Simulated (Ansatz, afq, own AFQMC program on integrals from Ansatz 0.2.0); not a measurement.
Two steps: Ansatz 0.2.0 writes the Fock matrix and Cholesky factors of the valence space, and afq projects on them the lowest state that overlaps trial and start.

```yaml
crystal:
  periodic: [false, false, false]
  atoms:
    - {symbol: B, position_ang: [0.000000, 0.000000, 0.000000]}
    - {symbol: N, position_ang: [0.000000, 0.000000, 1.590000]}
basis:
  gaussian: {orbitals: 6-31G}
total_charge: 1
magnetization: {spin_polarized: false, initial_magnetization: 1}
correlation: {method: ccsd_t, electrons: outside_noble_gas, hamiltonian_folder: ham}
```

```sh
$ ansatz run in.yaml --threads 1 --pin off --events-out ev --progress --plain --max-ram 16896MiB --backend cuda --devices 0, --max-vram 18GiB
```

Options of the walk:

```
--method phaseless --trial cid --walkers 2 --populations 1 --least-time 40 --time-step 0.04 --steps-per-block 5 --equilibration-blocks 50 --max-blocks 300 --target-error 0.00064 --factor-cut 1e-05 --start determinant --seed 2160 --release-times 0.5,1,2 --release-step 0.1 --release-every 5 --taylor-order 6
```

Times are imaginary, in 1/Eh. The walk had a cap of 60 s.

```
orbitals 16  electrons 4 3  factors 94 of 258
reference energy -78.46680502 Eh
CCSD correlation -0.19573039 Eh in 22 cycles, weight of the determinant in the CISD state 0.6917
energy of the start -78.654432 Eh
 block  time / (1/Eh)  mean weight  energy / Eh
     1     0.200  0.9677  -78.615778
     2     0.400  0.9661  -78.590218
     3     0.600  1.0259  -78.649144
     4     0.800  1.0019  -78.604810
     5     1.000  1.0253  -78.602466
    10     2.000  0.9890  -78.683728
    49     9.800  1.0254  -78.683982
    89    17.800  1.0490  -78.610934
   129    25.800  0.9249  -78.608099
   169    33.800  1.0053  -78.660196
   177    35.400  0.9107  -78.776677
   209    41.800  1.0055  -78.669161
   249    49.800  1.0244  -78.731519
   265    53.000  1.0673  -78.278361
   289    57.800  1.0435  -78.733551
   329    65.800  1.0155  -78.709447
   345    69.000  0.9422  -78.772052
blocks merged  error / Eh  count
     1  0.005009  300
     2  0.006440  150
     4  0.007920  75
     8  0.008187  37
    16  0.009760  18
    32  0.010688  9
released: time / (1/Eh)  energy / Eh  error  mean overlap
  0.50  -78.651534  0.011858  1.0550
  1.00  -78.649426  0.018174  1.0652
  2.00  -78.681351  0.027701  0.9283
energy -78.677804 +/- 0.009760 Eh
(rows thinned)
```

The run failed at least one of its tests; the cautions name the faults.

Against this walk (error 265.6 meV) on the same determinant: CCSD(T) 9.2 meV higher (within the noise), CCSDT(Q) 61.7 meV lower (within the noise), CCSDTQ 51.7 meV lower (within the noise), full CI (a separate run on its own orbitals, whose frozen core shifts it by up to a few meV) 48.2 meV lower (within the noise), a separate phaseless walk with a CISD trial and standard settings 153.0 ± 265.6 meV higher (within the noise). The error is statistical and leaves out the bias of the constraint.

A setting was made bad on purpose (too few walkers), so the walk's energy isn't to be trusted.

Cautions: constraint bias not in the error; error above the target (265.6 against 17.4 meV); a spin-contaminated unrestricted determinant lies lower (UHF 3.40 eV lower, ⟨S²⟩ 1.76); the search met a lower determinant of the same kind, perhaps of another symmetry (996 meV lower), and this one is a saddle point; strong correlation (T1 0.111, weight of the determinant 0.69, largest double 0.25); (T) is large, 8 % of the CCSD correlation; CCSDTQ on the UHF determinant differs (1.08 eV lower), perhaps since the unrestricted series falls towards higher spin; a state of other symmetry lies lower (by 60 meV); full CI with its own frozen core; a state of higher spin lies lower (by 1.09 eV); so few walkers bias the energy; the time-step error isn't removed.

CCSDT and higher add their correlation energy to the determinant of the CCSD(T) run, since their own runs factorise the integrals more tightly (a shift of under 2 meV). A walk keeps the symmetry of its determinant, which the program's search chose and which needn't be the lowest solution, so a lower state of the same spin and another symmetry isn't excluded.
